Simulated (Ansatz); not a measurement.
`[Li][O][Li]` + H–F → `[Li][F]` + `[Li][OH]` at 700 K and 1 bar (ligand exchange at a Li–O bond).

Calculated with Ansatz (gas phase, PBE0-D4/def2-TZVP geometries, no zero-point term in ΔE). CCSD(T)/CBS is the MP2 limit (def2-TZVPP, def2-QZVPP) plus CCSD(T) − MP2 in def2-TZVPP, frozen cores. This one scheme is used for every species. For Li outer-core shells are correlated without core-valence functions, which leaves a few kJ/mol of doubt a bond.

```csv
species,CCSD(T)/CBS energy (Eh),H − E (kJ/mol),S (J/(mol·K))
`[Li][O][Li]`,-90.22019,47.2,275.0
H–F,-100.39570,45.2,198.5
`[Li][F]`,-107.35723,27.9,228.5
`[Li][OH]`,-83.31445,64.5,249.4
```

H − E and S are ideal-gas, rigid-rotor, harmonic terms from PBE0-D4/def2-TZVP. 1 Eh = 2625.50 kJ/mol, R = 8.31446 J/(mol·K).

Problem. By hand: ΔE, ΔH, ΔS and ΔG.

Solution. ΔE = (-107.35723) + (-83.31445) − (-90.22019) − (-100.39570) = -0.05579 Eh = -146.5 kJ/mol. Δ(H − E) = 27.9 + 64.5 − 47.2 − 45.2 = 0.0, so ΔH = -146.5 kJ/mol. ΔS = 228.5 + 249.4 − 275.0 − 198.5 = 4.4 J/(mol·K). ΔG = -146.5 − 700 × (4.4)/1000 = -149.6 kJ/mol.

Problem. By hand: the equilibrium constant, and the temperature at which ΔG would vanish if ΔH and ΔS stayed fixed.

Solution. log₁₀ K = −ΔG/(RT ln 10) = 11.2. ΔH and −TΔS have one sign here, so there is no such temperature. One of them is within its doubt of zero, so this could turn.

The number of gas molecules stays the same, so ΔS is small and ΔH decides. A doubt of 5 kJ/mol in ΔE shifts log₁₀ K by 0.4 here. These are equilibria of isolated gas molecules and say nothing of rates. Largest T1 diagnostic: 0.021 (customary marks: 0.02 for closed shells, 0.045 for open ones).
